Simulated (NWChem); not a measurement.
# doublet C3H4O+ at 6 levels

We compute a comparison of 6 runs (UHF/STO-3G, UHF/3-21G, UB3LYP/6-31G*, UB3LYP/cc-pVDZ, UM06-2X/cc-pVDZ, UPBE0/cc-pVDZ) of doublet C3H4O+. 

The results are computed with NWChem 7.3.0.

21 further runs of the same task are left out: 21 set aside as unsound or not needed.

## 1. Starting point

The species is C3H4O+ (8 atoms), meant as a doublet with charge +1. As SMILES of the parent species, `CC=C=O`. Geometry: relaxed at PBE0-D4/def2-TZVP. That shape belongs to the parent species and isn't relaxed for this state.

Bond lengths: C1–C2 1.502 Å, C2–C3 1.308 Å, C3–O4 1.160 Å, C1–H5 1.093 Å, C1–H6 1.093 Å, C1–H7 1.090 Å, C2–H8 1.084 Å. Angles: C1–C2–C3 123.5°, C2–C3–O4 179.9°, C1–C2–H8 121.0°, C3–C2–H8 115.6°, C2–C1–H5 111.1°, C2–C1–H6 111.1°, C2–C1–H7 111.3°, H5–C1–H6 107.9°, H5–C1–H7 107.7°, H6–C1–H7 107.7°.

## 2. A single-point energy at UHF/STO-3G (run 1)

Input file run.py:

```python
from ase import Atoms
from ase.calculators.nwchem import NWChem

atoms = Atoms('CCCOHHHH', positions=[
    [-0.527260, 0.797080, -0.183660],
    [-0.086970, -0.563690, 0.274760],
    [1.122630, -1.027770, 0.097370],
    [2.196540, -1.437400, -0.061070],
    [-1.351730, 0.723880, -0.897750],
    [-0.866500, 1.405090, 0.659100],
    [0.287360, 1.332930, -0.671970],
    [-0.774070, -1.230150, 0.783200],
])

calc = NWChem(
    label='c3h4o',
    theory='scf',
    memory='2200 mb',
    basis='STO-3G',
    basispar='spherical bse',
    charge=1,
    scf={'nopen': '1', 'uhf': None, 'thresh': '1e-08', 'maxiter': '80'},
    task='energy',
)
atoms.calc = calc

e = atoms.get_potential_energy()
print(f"E = {e:.6f} eV")
```

Launch:

```
$ export ASE_NWCHEM_COMMAND="nwchem PREFIX.nwi > PREFIX.nwo"
$ python run.py
```

Output:

```text
E = -5118.389881 eV
```

The calculator wrote c3h4o.nwi:

```
title "c3h4o"

permanent_dir c3h4o

scratch_dir c3h4o

start c3h4o

geometry units angstrom nocenter noautosym noautoz
  C  -5.2725999999999995e-01 7.9708000000000001e-01 -1.8365999999999999e-01
  C  -8.6970000000000006e-02 -5.6369000000000002e-01 2.7476000000000000e-01
  C  1.1226300000000000e+00 -1.0277700000000001e+00 9.7369999999999998e-02
  O  2.1965400000000002e+00 -1.4374000000000000e+00 -6.1069999999999999e-02
  H  -1.3517300000000001e+00 7.2387999999999997e-01 -8.9775000000000005e-01
  H  -8.6650000000000005e-01 1.4050900000000000e+00 6.5910000000000002e-01
  H  2.8736000000000000e-01 1.3329299999999999e+00 -6.7196999999999996e-01
  H  -7.7407000000000004e-01 -1.2301500000000001e+00 7.8320000000000001e-01
end

charge 1

memory 2200 mb

basis spherical bse noprint
   * library STO-3G
end

scf
  nopen 1
  uhf
  thresh 1e-08
  maxiter 80
end

task scf energy
```

c3h4o.nwo:

```text
Northwest Computational Chemistry Package (NWChem) 7.3.0
             --------------------------------------------------------

           Job information
           ---------------

    nwchem branch   = 7.3.0
    use scalapack   = T
    input           = c3h4o.nwi
    prefix          = c3h4o.
    data base       = c3h4o/c3h4o.db
    status          = startup
    nproc           =        1

           Memory information
           ------------------

    heap     =     72089594 doubles =      550.0 Mbytes
    stack    =     72089599 doubles =      550.0 Mbytes
    global   =    144179200 doubles =     1100.0 Mbytes (distinct from heap & stack)
    total    =    288358393 doubles =     2200.0 Mbytes
    verify   = yes
    hardfail = no

[... 37 lines left out ...]
            Nuclear Dipole moment (a.u.)
[... 88 lines left out ...]
 1-e energy   =    -445.726987
[... 7 lines left out ...]
         Quadratically convergent UHF
[... 16 lines left out ...]
       Final UHF  results
[... 3 lines left out ...]
      One electron energy =   -449.817282411076
[... 1 line left out ...]
 Nuclear repulsion energy =    102.657282098716
[... 36 lines left out ...]
          Final beta eigenvalues
[... 193 lines left out ...]
                     UHF Final Beta Molecular Orbital Analysis
[... 207 lines left out ...]
   Mulliken analysis of the spin density
   -------------------------------------

    Atom       Charge   Shell Charges
 -----------   ------   -------------------------------------------------------
    1 C    6    -0.12  -0.00 -0.02 -0.09
    2 C    6     0.88   0.00  0.10  0.78
    3 C    6    -0.60  -0.00 -0.09 -0.51
[... 4 lines of this table left out ...]
    8 H    1    -0.07  -0.07

       Multipole analysis of the density wrt the origin
       ------------------------------------------------

     L   x y z        total         alpha         beta         nuclear
     -   - - -        -----         -----         ----         -------
     0   0 0 0      1.000000    -15.000000    -14.000000     30.000000

     1   1 0 0      0.876778    -17.514562    -15.468354     33.859695
[... 8 lines of this table left out ...]
     2   0 0 2    -14.564550    -13.283872    -12.163068     10.882390

 Task  times  cpu:        1.3s     wall:        1.3s
 Total times  cpu:        1.3s     wall:        1.3s
```

Wall time 2.3 s (1 thread of Intel Xeon 6975P-C (Granite Rapids), shared host); peak memory 0.094 GiB.

## 3. The energy at UHF/3-21G (run 2)

Input file run.nw:

```
start run
memory 2200 mb
charge 1
geometry units angstrom noautosym nocenter noautoz
 C    -0.527260    0.797080   -0.183660
 C    -0.086970   -0.563690    0.274760
 C     1.122630   -1.027770    0.097370
 O     2.196540   -1.437400   -0.061070
 H    -1.351730    0.723880   -0.897750
 H    -0.866500    1.405090    0.659100
 H     0.287360    1.332930   -0.671970
 H    -0.774070   -1.230150    0.783200
end
basis spherical bse
 C library 3-21G
 O library 3-21G
 H library 3-21G
end
scf
 nopen 1
 uhf
 thresh 1e-08
 maxiter 80
 print low
end
task scf energy
```

Launch:

```
$ nwchem run.nw > run.out
```

Output:

```text
[...]
  functions       =    44
[...]
  wavefunction    = UHF
[...]
         Total SCF energy =   -189.402390141229
      One electron energy =   -451.232872540439
      Two electron energy =    159.173200300494
 Nuclear repulsion energy =    102.657282098716
                       Sz =      0.5000
                 Sz(Sz+1) =      0.7500
                      S^2 =      0.8445
[...]
```

Wall time 2.4 s (1 thread of Intel Xeon 6975P-C (Granite Rapids), shared host); peak memory 0.096 GiB.

Runs 3 to 4 aren't shown in full; the table further down has their settings and results.

## 4. The energy at UM06-2X/cc-pVDZ (run 5)

Input file m1.nw:

```
start m1
title "C3H4O"
memory stack 880 mb heap 220 mb global 1100 mb
charge 1
geometry noautosym nocenter noautoz
  C       -0.527260       0.797080      -0.183660
  C       -0.086970      -0.563690       0.274760
  C        1.122630      -1.027770       0.097370
  O        2.196540      -1.437400      -0.061070
  H       -1.351730       0.723880      -0.897750
  H       -0.866500       1.405090       0.659100
  H        0.287360       1.332930      -0.671970
  H       -0.774070      -1.230150       0.783200
end
basis spherical bse
  C library cc-pVDZ
  O library cc-pVDZ
  H library cc-pVDZ
end
dft
  xc m06-2x
  mult 2
  grid xfine
  convergence energy 1e-08
  maxiter 100
  mulliken
end
task dft energy
```

Launch:

```
$ nwchem m1.nw > m1.out
```

Output:

```text
[...]
          Wavefunction type:  spin polarized.
          No. of atoms     :     8
          No. of electrons :    29
[...]
          Charge           :     1
          Spin multiplicity:     2
[...]
          AO basis - number of functions:    76
[...]
              XC Information
              --------------
                       M06-2X Method XC Functional
                     Hartree-Fock (Exact) Exchange  0.540
                        M06-2X Exchange Functional  1.000
                      M06-2X Correlation Potential  1.000
[...]
 d= 0,ls=0.0,diis     1   -191.3764122233 -2.94D+02  9.21D-03  2.91D-01     5.2
[...]
 d= 0,ls=0.0,diis    13   -191.5115099425 -5.73D-09  4.19D-07  3.60D-10    62.6
[...]
         Total DFT energy =     -191.511509942464
      One electron energy =     -453.607776515466
           Coulomb energy =      185.315430716603
    Exchange-Corr. energy =      -25.876446242318
 Nuclear repulsion energy =      102.657282098716
[...]
      Total Density - Mulliken Population Analysis
     ---------------------------------------------
    Atom       Charge   Shell Charges
 -----------   ------   -------------------------------------------------------
    1 C    6     6.02   2.01  0.66  0.38  2.12  0.83  0.04
    2 C    6     6.04   2.01  0.69  0.48  2.04  0.74  0.07
    3 C    6     5.65   2.01  0.74  0.35  1.92  0.48  0.15
    4 O    8     7.89   2.01  0.90  0.88  2.72  1.36  0.03
    5 H    1     0.84   0.71  0.10  0.03
    6 H    1     0.84   0.71  0.10  0.03
    7 H    1     0.89   0.73  0.13  0.03
    8 H    1     0.81   0.70  0.08  0.03
[...]
      <S2> =      0.7606 (Exact =     0.7500)
[...]
```

Wall time 63 s (1 thread of Intel Xeon 6975P-C (Granite Rapids), shared host); peak memory 0.13 GiB.

## 5. The energy at UPBE0/cc-pVDZ (run 6)

Input file a.xyz:

```xyz
8
C3H4O energy
C     -0.527260     0.797080    -0.183660
C     -0.086970    -0.563690     0.274760
C      1.122630    -1.027770     0.097370
O      2.196540    -1.437400    -0.061070
H     -1.351730     0.723880    -0.897750
H     -0.866500     1.405090     0.659100
H      0.287360     1.332930    -0.671970
H     -0.774070    -1.230150     0.783200
```

Input file run.py:

```python
from ase.io import read
from ase.calculators.nwchem import NWChem

mol = read('a.xyz')

calc = NWChem(
    label='a',
    theory='dft',
    memory='2200 mb',
    basis='cc-pVDZ',
    basispar='spherical bse',
    charge=1,
    dft={'xc': 'pbe0', 'mult': '2', 'grid': 'xfine', 'convergence': 'energy 1e-08', 'iterations': '100', 'mulliken': None},
    task='energy',
)
mol.calc = calc

e = mol.get_potential_energy()
print(f"E = {e:.6f} eV")
```

Launch:

```
$ export ASE_NWCHEM_COMMAND="nwchem PREFIX.nwi > PREFIX.nwo"
$ python run.py
```

Output:

```text
E = -5207.643328 eV
```

The calculator wrote a.nwi:

```
title "a"

permanent_dir a

scratch_dir a

start a

geometry units angstrom nocenter noautosym noautoz
  C  -5.2725999999999995e-01 7.9708000000000001e-01 -1.8365999999999999e-01
  C  -8.6970000000000006e-02 -5.6369000000000002e-01 2.7476000000000000e-01
  C  1.1226300000000000e+00 -1.0277700000000001e+00 9.7369999999999998e-02
  O  2.1965400000000002e+00 -1.4374000000000000e+00 -6.1069999999999999e-02
  H  -1.3517300000000001e+00 7.2387999999999997e-01 -8.9775000000000005e-01
  H  -8.6650000000000005e-01 1.4050900000000000e+00 6.5910000000000002e-01
  H  2.8736000000000000e-01 1.3329299999999999e+00 -6.7196999999999996e-01
  H  -7.7407000000000004e-01 -1.2301500000000001e+00 7.8320000000000001e-01
end

charge 1

memory 2200 mb

basis spherical bse noprint
   * library cc-pVDZ
end

dft
  xc pbe0
  mult 2
  grid xfine
  convergence energy 1e-08
  iterations 100
  mulliken
end

task dft energy
```

a.nwo:

```text
Northwest Computational Chemistry Package (NWChem) 7.3.0
             --------------------------------------------------------

           Job information
           ---------------

    nwchem branch   = 7.3.0
    use scalapack   = T
    input           = a.nwi
    prefix          = a.
    data base       = a/a.db
    status          = startup
    nproc           =        1

           Memory information
           ------------------

    heap     =     72089600 doubles =      550.0 Mbytes
    stack    =     72089597 doubles =      550.0 Mbytes
    global   =    144179200 doubles =     1100.0 Mbytes (distinct from heap & stack)
    total    =    288358397 doubles =     2200.0 Mbytes
    verify   = yes
    hardfail = no

[... 105 lines left out ...]
  convergence criterion.
[... 17 lines left out ...]
          Convergence on gradient requested:  5.00D-04
[... 25 lines left out ...]
          Convergence aids based upon iterative change in
[... 30 lines left out ...]
 1-e energy   =    -443.925789
[... 53 lines left out ...]
         Total DFT energy =     -191.377363981186
[... 2 lines left out ...]
    Exchange-Corr. energy =      -25.744996633396
[... 540 lines left out ...]
                     DFT Final Beta Molecular Orbital Analysis
[... 621 lines left out ...]
 center of mass
 --------------
 x =   1.29885385 y =  -1.02113596 z =   0.03900505

 moments of inertia (a.u.)
 ------------------
         180.046298022046         174.484255747787           3.255341643343
         174.484255747787         272.556899017734          15.650158778552
           3.255341643343          15.650158778552         425.580259231573

     Multipole analysis of the density
     ---------------------------------

     L   x y z        total         alpha         beta         nuclear
     -   - - -        -----         -----         ----         -------
     0   0 0 0      1.000000    -15.000000    -14.000000     30.000000

     1   1 0 0      0.240202    -17.328166    -16.291326     33.859695
[... 8 lines of this table left out ...]
     2   0 0 2    -14.629535    -13.586506    -11.925418     10.882390

 Task  times  cpu:       45.5s     wall:       45.5s
 Total times  cpu:       45.5s     wall:       45.5s
```

Wall time 47 s (1 thread of Intel Xeon 6975P-C (Granite Rapids), shared host); peak memory 0.13 GiB.

## 6. Overview of the runs

```csv
run,level,iteration cap,module,energy (Eh),HOMO energy (eV),LUMO energy (eV),⟨S²⟩,wall time
1,UHF/STO-3G,80,scf,-188.097360,-17.75,-4.39,0.915,2.3 s
2,UHF/3-21G,80,scf,-189.402390,–,–,0.845,2.4 s
3,UB3LYP/6-31G* (spherical functions),100,dft,-191.584251,-14.73,-11.61,0.756,32 s
4,UB3LYP/cc-pVDZ,100,dft,-191.599045,-14.73,-11.62,0.757,46 s
5,UM06-2X/cc-pVDZ,100,dft,-191.511510,-16.13,-10.29,0.761,63 s
6,UPBE0/cc-pVDZ,100,dft,-191.377364,-15.05,-11.32,0.758,47 s
```

## 7. Summary of results

| quantity | value |
| --- | --- |
| run 6: total energy | -191.37736 Eh |
| run 6: HOMO energy (highest over α and β) | -15.05 eV |
| run 6: LUMO energy (lowest over α and β) | -11.32 eV |
| run 6: ⟨S²⟩ | 0.758 |

In words: Totals of different functionals can't be ranked against each other. In run 1 the basis is minimal, so the values are rough. Spin contamination of the reference: run 1 ⟨S²⟩ = 0.92. All runs together took 3.2 min, the longest 63 s.
